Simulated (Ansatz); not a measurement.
in.yaml

```yaml
crystal:
  periodic: [false, false, false]
  atoms:
    - {symbol: Ga, position_ang: [0.000000, 0.023859, -0.046969]}
    - {symbol: H, position_ang: [0.000000, -1.202349, -0.450819]}
    - {symbol: H, position_ang: [0.405418, -0.224025, 1.849907]}
    - {symbol: H, position_ang: [-0.405418, -0.224025, 1.849907]}
basis:
  gaussian: {orbitals: cc-pVDZ}
magnetization: {spin_polarized: false, initial_magnetization: 2}
correlation: {method: fci, electrons: outside_noble_gas}
```

```sh
$ ansatz run in.yaml --threads 1 --pin off --events-out ev --progress --plain --max-ram 2393MiB
```

Log:

```
817 factors; integrals over basis functions are off by at most 2.1e-7 eV
mean field evaluation 1: about -52375.7450 eV, gradient 8.9e0 eV
mean field evaluation 2: about -52375.7498 eV, gradient 8.9e0 eV
mean field evaluation 4: about -52376.6526 eV, gradient 8.0e-1 eV
mean field evaluation 8: about -52376.6632 eV, gradient 1.1e-3 eV
mean field -52376.66323694 eV, -1924.8068717802 hartree, gradient 1.7e-6 eV, S^2 2.000000; 0 other end points of the search recorded, 0 dependent functions left out
mean field evaluation 16: about -52376.6962 eV, gradient 4.8e-1 eV
14 core orbitals not correlated: weight in the atoms' cores, before any rotation towards them, 0.996 or more for the frozen orbitals, at most 0.004 for the correlated occupied ones
reference -52376.66323694 eV, -1924.8068717802 hartree; 4, 2 occupied and 24, 26 virtual orbitals, 817 factors
state -52379.10246122 eV, -1924.8965116190 hartree
Total energy: -52379.10246122 eV, -1924.8965116190 hartree
```

Natural occupations: 1.9616 1.9525 0.9913 0.9859 0.0246 0.0202 0.0154 0.0074 0.0062 0.0058 0.0056 0.0045 0.0040 0.0033 0.0030 0.0025 0.0018 0.0010 0.0007 0.0006 0.0006 0.0004 0.0004 0.0003.

Ran on 1 thread of Arm Neoverse V2, shared host: 19 s wall, 0.59 GiB peak host memory.
